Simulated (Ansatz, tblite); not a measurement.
Cost and result up the ladder for B3⁻ (3 atoms). Charge -1, multiplicity 1. Geometry: PBE-D4/def2-TZVPD.

```xyz
3

B     0.184   -0.009   -0.876
B    -0.231    0.766    0.401
B     0.047   -0.757    0.475
```

Ansatz on 4 threads of AMD EPYC 7R43 on a shared host; xTB runs through tblite on one thread. Times are rough, summed over both states, and most runs start from the orbitals of an earlier one. RPA@PBE/def2-TZVPD serves as the yardstick here, not as an exact answer. The other state is a quintet at its own geometry.

The xTB rows come from tblite. HSE06 is defined as in plane-wave codes, on full-range PBE exchange. Correlated methods freeze 3 core orbitals. The structure comes from a short search, and lower isomers may exist.

Run but left out: HF/STO-3G (singlet: restricted singlet, unstable in another Hartree–Fock run and untested here); HF/def2-TZVPD, HF/def2-TZVPPD, B2PLYP/def2-TZVPD (singlet: restricted singlet, unstable towards broken spin symmetry).

Correlated methods converge slowly with the basis.

xTB has no spin-polarisation term.

```csv
level,functions,wall time,quintet − singlet (eV),difference from RPA@PBE/def2-TZVPD (eV),remarks
GFN2-xTB,12,0.004 s,3.08,0.13,–
GFN1-xTB,12,0.006 s,2.17,-0.78,–
MP2/def2-TZVPD,111,1.4 s,3.51,0.56,restricted SCF unstable (singlet)
PBE-D4/def2-TZVPD,111,1.5 s,2.89,-0.06,"HOMO above zero (quintet), HOMO above zero (singlet)"
HSE06-D4/def2-TZVPD,111,1.9 s,2.55,-0.40,HOMO above zero (quintet)
revPBE-D4/def2-TZVPD,111,2 s,2.77,-0.18,"HOMO above zero (quintet), HOMO above zero (singlet)"
CAM-B3LYP-D4/def2-TZVPD (with forces),111,2 s,2.63,-0.32,–
PBE0-D4/def2-TZVPD,111,2.4 s,2.54,-0.41,HOMO above zero (quintet)
RPA@PBE/def2-TZVPD,111,2.4 s,2.95,0.00,–
r2SCAN-D4/def2-TZVPD,111,3.4 s,2.57,-0.38,HOMO above zero (quintet)
B97M-V/def2-TZVPD,111,4 s,2.65,-0.30,HOMO above zero (quintet)
CCSD(T)/def2-TZVPPD,111,5.6 s,3.09,0.14,"large T1 (0.026) (singlet), restricted SCF unstable (singlet)"
```
